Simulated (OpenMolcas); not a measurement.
**Worked example: vertical ionisation energy of CHNS (isothiocyanic acid)**

CHNS has 4 atoms, charge 0, and is taken as a singlet. As SMILES, `N=C=S`. The shape is that of a PBE0-D4/def2-TZVP optimisation.

Both states at this one shape; open shells run unrestricted unless said. 1 Eh = 27.2114 eV.

| level | program | singlet CHNS (Eh) | doublet CHNS+ (Eh) | HOMO of the first (eV) |
| --- | --- | --- | --- | --- |
| HF/3-21G | OpenMolcas | -487.915737 | -487.594155 | -10.00 |
| SVWN5/def2-TZVP | OpenMolcas | -489.540776 | -489.165363 | -6.57 |
| r2SCAN/def2-TZVP | OpenMolcas | -491.612599 | -491.246644 | -6.67 |
| M06-2X/def2-TZVP | OpenMolcas | -491.630672 | -491.258706 | -8.68 |

Problem. Work out the vertical ionisation energy at each level.

Solution. 
1. HF/3-21G: -487.594155 − (-487.915737) = 0.321582 Eh = 8.75 eV; −ε(HOMO) = 10.00 eV.
2. SVWN5/def2-TZVP: -489.165363 − (-489.540776) = 0.375413 Eh = 10.22 eV; −ε(HOMO) = 6.57 eV.
3. r2SCAN/def2-TZVP: -491.246644 − (-491.612599) = 0.365955 Eh = 9.96 eV; −ε(HOMO) = 6.67 eV.
4. M06-2X/def2-TZVP: -491.258706 − (-491.630672) = 0.371966 Eh = 10.12 eV; −ε(HOMO) = 8.68 eV.

No measured value is set beside it here; the levels span 8.75 to 10.22 eV. In Hartree–Fock, −ε(HOMO) (Koopmans) exceeds the difference of totals by the orbital relaxation of the ion. In semi-local functionals −ε(HOMO) lies far under the ionisation energy, a result of self-interaction, while the difference of totals does much better. Hartree–Fock favours the state with fewer electron pairs, since it lacks pair correlation. The second state is spin-contaminated at HF/3-21G (⟨S²⟩ = 0.94).
